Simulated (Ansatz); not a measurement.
The input, for Ansatz 0.2.0:

```yaml
crystal:
  periodic: [false, false, false]
  atoms:
    - {symbol: Si, position_ang: [0.000000, 0.067650, -0.078712]}
    - {symbol: H, position_ang: [0.000000, -1.225497, -0.823444]}
    - {symbol: H, position_ang: [0.439321, -0.329762, 1.508342]}
    - {symbol: H, position_ang: [-0.439321, -0.329762, 1.508342]}
basis:
  gaussian: {orbitals: def2-mTZVP}
total_charge: 1
magnetization: {spin_polarized: true, initial_magnetization: 2}
correlation: {method: bccd, electrons: outside_noble_gas}
scf: {omitted_lower_state_checks: [cluster_reference]}
```

```sh
$ ansatz run in.yaml --threads 1 --pin off --events-out ev --progress --plain --max-ram 2393MiB
```

The program prints:

```
these checks for a lower state are left out or cut short: cluster_reference
292 factors; integrals over basis functions are off by at most 9.8e-4 eV
mean field evaluation 1: about -7896.8850 eV, gradient 7.4e0 eV
mean field evaluation 2: about -7896.8849 eV, gradient 7.4e0 eV
mean field evaluation 4: about -7897.6630 eV, gradient 8.1e-1 eV
mean field evaluation 8: about -7897.6858 eV, gradient 2.0e-3 eV
mean field -7897.68580809 eV, -290.2346002034 hartree, gradient 1.4e-6 eV, S^2 2.003872; 0 other end points of the search recorded, 0 dependent functions left out
5 core orbitals not correlated: weight in the atoms' cores, before any rotation towards them, 1.000 or more for the frozen orbitals, at most 0.000 for the correlated occupied ones
reference -7897.68580809 eV, -290.2346002034 hartree; 4, 2 occupied and 22, 24 virtual orbitals, 292 factors
second order -1.60599382 eV of doubles, -0.00000000 eV of singles
cycle   1  -1.98805576 eV  change   -3.8e-1 eV  update   5.3e-2
cycle   2  -2.16832808 eV  change   -1.8e-1 eV  update   2.3e-2
cycle   3  -2.17689125 eV  change   -8.6e-3 eV  update   7.8e-3
cycle   4  -2.17805463 eV  change   -1.2e-3 eV  update   3.0e-3
cycle   5  -2.17762142 eV  change    4.3e-4 eV  update   1.2e-3
cycle   6  -2.17751793 eV  change    1.0e-4 eV  update   4.3e-4
cycle   7  -2.17771917 eV  change   -2.0e-4 eV  update   1.5e-4
cycle   8  -2.17767122 eV  change    4.8e-5 eV  update   5.7e-5
cycle   9  -2.17764630 eV  change    2.5e-5 eV  update   2.2e-5
cycle  10  -2.17765703 eV  change   -1.1e-5 eV  update   7.0e-6
cycle  11  -2.17765892 eV  change   -1.9e-6 eV  update   2.4e-6
Total energy: -7899.86346701 eV, -290.3146276928 hartree
Checks for a lower state left out: cluster_reference
```

Ran on 1 thread of AMD EPYC 7R43, shared host: 0.36 s wall, 0.1 GiB peak host memory.
